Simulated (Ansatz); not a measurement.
**Relaxing Ga2Mo**

These are results of DFT PBE, scalar-relativistic, plane waves, PAW (Ansatz 0.2.0), not measurements. Cutoff 420 eV, Γ-centred k mesh, Gaussian smearing, no spin polarisation in the final step.

The start puts Ga2Mo on the cubic Laves (C15) structure type (Fd-3m, No. 227), with Mo in place of Mg, Ga in place of Cu, at a guessed volume.

```yaml
crystal:
  lattice:
    - [0.00000, 3.69165, 3.69165]
    - [3.69165, 0.00000, 3.69165]
    - [3.69165, 3.69165, 0.00000]
  atoms:
    - { symbol: Ga, position: [0.62500, 0.62500, 0.62500] }
    - { symbol: Ga, position: [0.12500, 0.62500, 0.62500] }
    - { symbol: Ga, position: [0.62500, 0.62500, 0.12500] }
    - { symbol: Ga, position: [0.62500, 0.12500, 0.62500] }
    - { symbol: Mo, position: [0.00000, 0.00000, 0.00000] }
    - { symbol: Mo, position: [0.25000, 0.25000, 0.25000] }
```

Cell and atoms relax at zero pressure; the relaxation can't lower the symmetry of the start. After a coarse first stage the cell is made exact in the group found at 0.06 Å.

Energies over the elements count from the elements' standard structures at the same level, with no empirical corrections.

Task: Which crystal results?

Result: It keeps Fd-3m (No. 227). The result has the cubic Laves (C15) structure. Conventional cell: a = 7.122 Å. Ga has 6 Ga at 2.52 Å and 6 Mo at 2.95 Å; around Mo lie 12 Ga at 2.95 Å and 4 Mo at 3.08 Å.

```cif
data_structure
_symmetry_space_group_name_H-M 'Fd-3m:1'
_symmetry_Int_Tables_number 227
_cell_length_a 7.1216
_cell_length_b 7.1216
_cell_length_c 7.1216
_cell_angle_alpha 90.000
_cell_angle_beta 90.000
_cell_angle_gamma 90.000
_cell_volume 361.19
loop_
_atom_site_label
_atom_site_type_symbol
_atom_site_symmetry_multiplicity
_atom_site_Wyckoff_symbol
_atom_site_fract_x
_atom_site_fract_y
_atom_site_fract_z
_atom_site_occupancy
Ga1 Ga 16 c 0.12500 0.12500 0.12500 1
Mo1 Mo 8 b 0.00000 0.00000 0.50000 1
```

Task: What are its volume, energy, density and gap?

Result: The volume per atom is 15.05 Å³ and the density is 8.66 g/cm³. The energy over the elements is 0.31 eV/atom and the gap on the 10×10×10 mesh is 0 eV (a metal).

The final run used a 10×10×10 mesh on its 6-atom cell and 0.10 eV smearing. The k mesh leaves about 4 meV/atom of noise in metals. A structure relaxed within its symmetry needn't be a true minimum. The steps took roughly 70 core-seconds in all.

Cost: 3 runs of about 1.1 core-minutes in all, on Intel Xeon Processor @ 2.70GHz (shared hosts).